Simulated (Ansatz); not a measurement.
Start from `[BH2][AlH][CH3]` and change one atom or group to get `[CH3][AlH][SiH3]`.

Ansatz, PBE0-D4/def2-TZVP geometries, multiplicity 1. 

```tsv
property	`[BH2][AlH][CH3]`
size of the dipole moment (PBE/def2-TZVPP) / D	0.72
LUMO energy (ωB97M-V/def2-TZVPP) / eV	-0.28
HOMO–LUMO gap (B3LYP/def2-TZVPP) / eV	4.64
HOMO energy (B3LYP/def2-TZVPP) / eV	-7.04
HOMO–LUMO gap (ωB97M-V/def2-TZVPP) / eV	9.09
HOMO energy (ωB97M-V/def2-TZVPP) / eV	-9.37
```

(1) Give the same properties after the change, and the shifts. (Estimate.)

Answers

(1) Computed: 
```tsv
property	`[CH3][AlH][SiH3]`	shift
size of the dipole moment (PBE/def2-TZVPP) / D	1.05	0.33
LUMO energy (ωB97M-V/def2-TZVPP) / eV	-0.12	0.16
HOMO–LUMO gap (B3LYP/def2-TZVPP) / eV	5.23	0.59
HOMO energy (B3LYP/def2-TZVPP) / eV	-7.16	-0.12
HOMO–LUMO gap (ωB97M-V/def2-TZVPP) / eV	9.23	0.14
HOMO energy (ωB97M-V/def2-TZVPP) / eV	-9.35	0.02
```

With PBE0 the HOMO falls by 0.12 eV and the LUMO rises by 0.46 eV, so the gap widens by about 0.58 eV. PBE moves the HOMO by -0.21 eV and ωB97M-V by 0.02 eV. Dipoles are sizes alone; their direction can turn.

B3LYP here is the variant with VWN-RPA as its local correlation; programs differ in this.
